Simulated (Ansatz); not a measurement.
# CNO: the cost of one run

Program: Ansatz 0.2.0. Level of theory: the levels named in each step. These are calculated values, not measurements.

### Step 1. The structure to begin with

Bond lengths: N1–C2 1.198 Å, C2–O3 1.162 Å. Angles: N1–C2–O3 180.0°.

As a file:

```xyz
3

N     0.0000    0.0000   -1.1862
C     0.0000    0.0000    0.0120
O     0.0000    0.0000    1.1742
```

### Step 2. A rough first relaxation, PBE-D4/def2-SVP

This run stands in another session on the same molecule. It ended at:

```xyz
3

N     0.0000    0.0000   -1.2223
C     0.0000    0.0000    0.0149
O     0.0000    0.0000    1.2074
```

### Step 3. Relaxation, PBE0-D4/def2-TZVPP

This run stands in another session on the same molecule. It ended at:

```xyz
3

N     0.0000    0.0000   -1.2050
C     0.0000    0.0000    0.0172
O     0.0000    0.0000    1.1878
```

### Step 4. Frequencies, PBE0-D4/def2-TZVPP

input.yaml reads:

```yaml
crystal:
  periodic: [false, false, false]
  atoms:
    - { symbol: "N", position_ang: [0.0, 0.0, -1.20498596] }
    - { symbol: C, position_ang: [0.0, 0.0, 0.01719944] }
    - { symbol: O, position_ang: [0.0, 0.0, 1.18778653] }
magnetization:
  spin_polarized: true
  initial_magnetization: 1
basis:
  gaussian: { orbitals: def2-TZVPP }
hamiltonian:
  xc: pbe0
  dispersion: d4
phonons: {}
```

The run is started by

```sh
> ansatz run input.yaml --threads 2 --pin off --max-ram 5120MiB --backend cpu --events-out ev --progress --plain --runs-dir out
```

Q: Estimate wall time and peak memory on 2 threads of Oxide Virtual Turin-like (Zen 5), shared host.

About 19 s, with a peak of 0.15 GiB.
